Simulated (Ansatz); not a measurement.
# B2H: the cost of one run

Computed with Ansatz 0.2.0, Gaussian basis. Level: def2-QZVPP, all electrons in the functionals, frozen cores in the correlation of double hybrids and RPA.

Plan: wB97M-V, B2PLYP, at charge 0, quartet; charge 0, doublet; charge 0, sextet; charge 1, triplet; charge 1, quintet.

### Step 1. The geometry

The geometry is a PBE0/def2-TZVP stationary point (not a proven minimum).

3 atoms, charge 0, spin multiplicity 4.

Atoms are counted from 1 here; the program's logs count them from 0.

Bond lengths: B1–B2 1.520 Å, B1–H3 1.178 Å. Angles: B2–B1–H3 180.0°.

No dispersion term is added; wB97M-V holds VV10 nonlocal correlation.

The geometry shown and the zero of energy belong to the point charge 0, quartet. The yardstick, UCCSD(T), and other wave-function levels (R restricted, U unrestricted, valence and pair active spaces) come from earlier runs.

### Step 2. wB97M-V, charge 0, quartet

Contents of in.yaml:

```yaml
crystal:
  periodic: [false, false, false]
  atoms:
    - {symbol: B, position_ang: [0.000000, 0.000000, 0.114060]}
    - {symbol: B, position_ang: [0.000000, 0.000000, -1.406367]}
    - {symbol: H, position_ang: [0.000000, 0.000000, 1.292307]}
basis:
  gaussian: {orbitals: "def2-QZVPP.json"}
magnetization: {spin_polarized: true, initial_magnetization: 3}
hamiltonian: {xc: {name: wB97M-V}}
output: {orbitals: {seedname: orbitals}}
```

On the command line:

```
ansatz run in.yaml --threads 1 --pin off --events-out ev --progress --plain --max-ram 2393MiB
```

**Question.** How long does this run take on 1 thread of Arm Neoverse V1, shared host?

About 6 s.
